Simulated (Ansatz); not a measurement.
```yaml
crystal:
  periodic: [false, false, false]
  atoms:
    - {symbol: Li, position_ang: [1.375128, 0.529166, 0.299622]}
    - {symbol: Li, position_ang: [-1.261386, -0.813978, 0.084147]}
    - {symbol: O, position_ang: [-0.113741, 0.284811, -0.383768]}
basis:
  gaussian: {orbitals: cc-pVDZ}
hamiltonian: {xc: {name: r2SCAN0}, dispersion: d4}
accuracy: high
scf: {lower_state_search: off}
output: {forces: true}
```

```sh
$ ansatz run in.yaml --threads 4 --pin off --events-out ev --progress --plain --max-ram 3916MiB
```

It prints (some lines left out):

```
Functional definition: r2SCAN0
847 factors; integrals over basis functions are off by at most 3.3e-9 eV
mean field evaluation 1: about -2443.1395 eV, gradient 7.5e1 eV
mean field evaluation 2: about -2239.4197 eV, gradient 1.4e2 eV
mean field evaluation 4: about -2455.1210 eV, gradient 1.1e1 eV
mean field evaluation 8: about -2455.3277 eV, gradient 1.1e-2 eV
mean field evaluation 16: about -2455.3399 eV, gradient 7.8e-5 eV
mean field -2455.33988641 eV, -90.2320765366 hartree, gradient 5.0e-8 eV, S^2 0.000000; 0 other end points of the search recorded, 0 dependent functions left out
reference -2455.33988753 eV, -90.2320765775 hartree; 7, 7 occupied and 35, 35 virtual orbitals, 847 factors
Total energy: -2455.34491529 eV, -90.2322613445 hartree
Atom 0 at     1.375128     0.529166     0.299622 Å, force    -0.152995     0.172680    -0.286317 eV/Å
Atom 1 at    -1.261386    -0.813978     0.084147 Å, force    -0.013610     0.243567    -0.274793 eV/Å
Atom 2 at    -0.113741     0.284811    -0.383768 Å, force     0.166605    -0.416247     0.561109 eV/Å
Dipole moment:     0.215151    -0.538734     0.725918 e Å
Checks for a lower state left out: stability, starts, cluster_reference, orbital_swaps, neighbouring_geometries, increment
```

Hardware: 4 threads of Intel Xeon on a shared host. Wall time 2.7 s.
